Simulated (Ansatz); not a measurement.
A calculation with Ansatz (development build ahead of 0.2.0).

```yaml
crystal:
  periodic: [false, false, false]
  atoms:
    - { symbol: O, position_ang: [0.00689, 0.00435, -0.11429] }
    - { symbol: H, position_ang: [0.00928, -0.00329, 0.86966] }
basis:
  gaussian: { orbitals: def2-TZVP }
magnetization:
  spin_polarized: true
  initial_magnetization: 1
hamiltonian:
  xc: hf
```

The input is written out in the form of the current development build from the run's settings.

Output:

```
Converged                       : yes
Total energy                    : -75.42159 hartree
Spin squared of the determinant : 0.757
```
